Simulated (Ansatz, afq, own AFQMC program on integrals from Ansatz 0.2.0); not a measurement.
Two steps: Ansatz 0.2.0 writes the Fock matrix and Cholesky factors of the valence space, and afq projects on them the lowest state that overlaps trial and start.

```yaml
crystal:
  periodic: [false, false, false]
  atoms:
    - {symbol: Ag, position_ang: [0.000000, 0.000000, 0.000000]}
basis:
  gaussian: {orbitals: def2-TZVP}
magnetization: {spin_polarized: true, initial_magnetization: 1}
correlation: {method: ccsd_t, electrons: outside_noble_gas, hamiltonian_folder: ham}
```

```sh
$ ansatz run in.yaml --threads 1 --pin off --events-out ev --progress --plain --max-ram 15360MiB --backend cuda --devices 0, --max-vram 18GiB
```

Options of the walk:

```
--method free --trial cisd --walkers 4000 --time-step 0.03 --max-blocks 4000 --target-error 0.00024 --factor-cut 1e-05 --seed 9584 --times 0,0.21,0.42,0.81,1.2,1.8,2.4,3 --taylor-order 8
```

Times are imaginary, in 1/Eh. The walk had a cap of 61 s. Core potentials past Kr, no spin–orbit coupling.

Output of the walk:

```
orbitals 36  electrons 6 5  factors 266 of 266
reference energy -146.11695833 Eh
CCSD correlation -0.27192651 Eh in 8 cycles, weight of the determinant in the CISD state 0.9410
repeat  energy at the last time / Eh  error
    10  -146.394056  0.000118
    20  -146.394020  0.000088
    30  -146.394033  0.000067
time / (1/Eh)  energy / Eh  error  mean overlap
  0.00  -146.388918  0.000033  1.0628
  0.21  -146.391916  0.000036  1.0619
  0.42  -146.392839  0.000043  1.0615
  0.81  -146.393451  0.000049  1.0612
  1.20  -146.393650  0.000044  1.0623
  1.80  -146.393857  0.000048  1.0602
  2.40  -146.393869  0.000050  1.0638
  3.00  -146.394051  0.000068  1.0622
energy -146.394051 +/- 0.000068 Eh
```

The run passed its tests (error under three times the target), which doesn't prove that it has relaxed.

Against this walk (error 1.8 meV) on the same determinant: CCSD(T) 7.1 meV higher, CCSDT(Q) 2.4 meV higher (within the noise). The error is statistical, and a free projection of finite length keeps a remainder of its start. The last points still move (meV from the last: 16.3 ± 1.3 at 0.81, 10.9 ± 1.2 at 1.20, 5.3 ± 1.3 at 1.80, 5.0 ± 1.4 at 2.40, 0.0 ± 1.8 at 3.00), but the last one has reached CCSDT(Q) within the noise or passed it, so little can be left to fall.

Cautions: remainder of the start not in the error; no spin-orbit coupling; outer-core shells of the metal frozen.

The walk took 30 s on 1 × NVIDIA H100 80GB HBM3 with 2 threads of AMD EPYC 7R13 Processor (Zen 3), on a shared host (the card was shared). The log's last line is the free-projection energy.

CCSDT and higher add their correlation energy to the determinant of the CCSD(T) run, since their own runs factorise the integrals more tightly (a shift of under 2 meV). A walk keeps the symmetry of its determinant, which the program's search chose and which needn't be the lowest solution, so a lower state of the same spin and another symmetry isn't excluded.
